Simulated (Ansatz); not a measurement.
**ClH2MgN: taking an electron away**

Aim: the vertical ionisation energy of ClH2MgN, as cation minus neutral at the neutral's geometry, on several levels, and how well −ε(HOMO) stands in for it.

The runs use Ansatz 0.2.0, Gaussian basis; unrestricted cation, the program's frozen cores in correlated methods.

The runs, in order: UKS PBE-D4/def2-TZVPP; UKS r2SCAN-D4/def2-TZVPP; UKS PBE0-D4/def2-TZVPP; UKS B3LYP-D4/def2-TZVPP; UKS wB97X-V/def2-TZVPP; UKS wB97M-V/def2-TZVPP; UKS B2PLYP/def2-TZVPP; UHF-CCSD(T)/def2-TZVPP; UHF-MP2/def2-QZVPP; extrapolation to the limit; then −ε(HOMO) from the neutral's earlier runs with LDA (SPW92), PBE-D4, revPBE-D4, BLYP-D4, r2SCAN-D4, B97M-V, PBE0-D4, B3LYP-D4, r2SCANh-D4, r2SCAN0-D4, HSE06-D4, BHLYP-D4, CAM-B3LYP-D4, LC-ωPBE, ωB97X-V, ωB97M-V.

**1. The relaxed structure**

An earlier PBE0-D4 in a triple-zeta def2 set relaxation fixed the geometry.

5 atoms, charge 0, spin multiplicity 1.

Atoms are counted from 1 here; the program's logs count them from 0.

Bond lengths: N1–Mg2 1.874 Å, N1–H4 1.009 Å, N1–H5 1.009 Å, Mg2–Cl3 2.184 Å. Angles: Mg2–N1–H4 126.3°, Mg2–N1–H5 126.3°, H4–N1–H5 107.3°, N1–Mg2–Cl3 180.0°.

**2. Cation, UKS PBE-D4/def2-TZVPP**

The input, in.yaml:

```yaml
crystal:
  periodic: [false, false, false]
  atoms:
    - {symbol: N, position_ang: [-0.617677, 0.544556, -0.444611]}
    - {symbol: Mg, position_ang: [0.624521, -0.561835, 0.417962]}
    - {symbol: Cl, position_ang: [2.072297, -1.850758, 1.423316]}
    - {symbol: H, position_ang: [-0.787695, 1.519133, -0.248051]}
    - {symbol: H, position_ang: [-1.241546, 0.275306, -1.190017]}
basis:
  gaussian: {orbitals: def2-TZVPP}
total_charge: 1
magnetization: {spin_polarized: true, initial_magnetization: 1}
hamiltonian: {xc: pbe, dispersion: d4}
```

Further steps of the session: Cation, UKS r2SCAN-D4/def2-TZVPP; Cation, UKS PBE0-D4/def2-TZVPP; Cation, UKS B3LYP-D4/def2-TZVPP; Cation, UKS wB97X-V/def2-TZVPP; Cation, UKS wB97M-V/def2-TZVPP; Cation, UKS B2PLYP (frozen core)/def2-TZVPP; Cation, UHF-CCSD(T)/def2-TZVPP; Cation, UHF-MP2/def2-QZVPP.

Q: Predict the results of all the runs planned. Wanted: ionisation energy, CCSD(T)/CBS; nearest functional by difference; nearest −ε(HOMO); −ε(HOMO) of PBE; T1 of the cation.

As calculated:

```
                        quantity               value
  ionisation energy, CCSD(T)/CBS             9.36 eV
nearest functional by difference  ωB97M-V (-0.09 eV)
                nearest −ε(HOMO)  ωB97X-V (-0.18 eV)
                 −ε(HOMO) of PBE             5.31 eV
                T1 of the cation               0.008
```

In words: Energy differences with functionals land within 0.35 eV of the reference. The PBE orbital energy is 4.0 eV too small: a semilocal HOMO is no ionisation energy. Among orbital estimates ωB97X-V comes nearest. Hartree-Fock falls 1.69 eV short, as the neutral has more correlation energy than the cation. Correlated methods include outer-core shells of Mg, which these sets cover unevenly.
